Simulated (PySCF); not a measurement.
HCO (doublet state).
Structure used (PBE0-D3(BJ)/def2-SVP), in Å, numbered top down from 1:
```
atom  x, y, z in Å
C1    -0.020    0.354   -0.006
O2     1.043   -0.140   -0.023
H3    -1.000   -0.219    0.003
```

The calculation used PySCF, PBE0-D3(BJ)/def2-SVP geometry optimisation, gas phase.

Masses are those of the commonest isotopes; rigid-rotor values at the optimised geometry. 

Task: What are A, B and C (cm⁻¹)?

Result: Ia = 0.71, Ib = 11.25, Ic = 11.95 u·Å²; 505379 MHz·u·Å²/I gives 713705, 44942 and 42280 MHz, that is A = 23.80662, B = 1.49911, C = 1.41031 cm⁻¹.

Task: What kind of rotor is it?

Result: A near-prolate asymmetric top; Ray's κ = -0.992.

Task: Where do the levels up to J = 5 lie, in MHz?

Result: Above 0(0,0):
J = 1: 1(0,1) 87222, 1(1,1) 755984, 1(1,0) 758647
J = 2: 2(0,2) 261659, 2(1,2) 927766, 2(1,1) 935754, 2(2,1) 2942041, 2(2,0) 2942048
J = 3: 3(0,3) 523293, 3(1,3) 1185434, 3(1,2) 1201409, 3(2,2) 3203707, 3(2,1) 3203747, 3(3,1) 6554179, 3(3,0) 6554180
J = 4: 4(0,4) 872103, 4(1,4) 1528982, 4(1,3) 1555606, 4(2,3) 3552589, 4(2,2) 3552708, 4(3,2) 6903084, 4(3,1) 6903084, 4(4,1) 11593724, 4(4,0) 11593724
J = 5: 5(0,5) 1308055, 5(1,5) 1958403, 5(1,4) 1998338, 5(2,4) 3988683, 5(2,3) 3988960, 5(3,3) 7339222, 5(3,2) 7339222, 5(4,2) 12029852, 5(4,1) 12029852, 5(5,1) 18060678, 5(5,0) 18060678

Task: Which lines would a microwave search look for?

Result: The dipole components are |μa| = 1.35 D, |μb| = 0.80 D, |μc| = 0.00 D; the mirror of this Cs structure is the ab plane, so μc vanishes by symmetry and there are no c-type lines. The squared components, which scale the intensities, stand as 1.00 : 0.35 (a : b). Some lines, for components of 0.1 D or more:

```
type  branch         J(Ka,Kc)      MHz  lower level (cm⁻¹)
   a       R  2(1,2) ← 1(1,1)   171782              25.217
   a       R  2(1,1) ← 1(1,0)   177107              25.306
   b       Q  3(1,2) ← 3(0,3)   678115              17.455
   b       R  2(1,2) ← 1(0,1)   840544               2.909
   b       R  3(1,3) ← 2(0,2)   923776               8.728
   b       Q  2(2,0) ← 2(1,1)  2006295              31.213
   b       Q  2(2,1) ← 2(1,2)  2014274              30.947
   b       R  2(2,1) ← 1(1,0)  2183394              25.306
   b       Q  3(3,0) ← 3(2,1)  3350433             106.865
   b       R  3(3,0) ← 2(2,1)  3612139              98.136
```

Task: Estimate the classical rotational partition function at 500 K.

Result: Point group Cs, symmetry number σ = 1; q = (√π/σ)·√((kT/h)³/(ABC)), k/h = 20836.6 MHz/K: 1620 at 500 K.

For this open shell read J as N, the rotation without spin; fine and hyperfine splittings come on top. Whether it is a minimum is left open (no frequencies). ⟨S²⟩ = 0.753 (exact for a doublet: 0.75). No vibrational averaging or centrifugal distortion is included, and the geometry carries the error of its method.
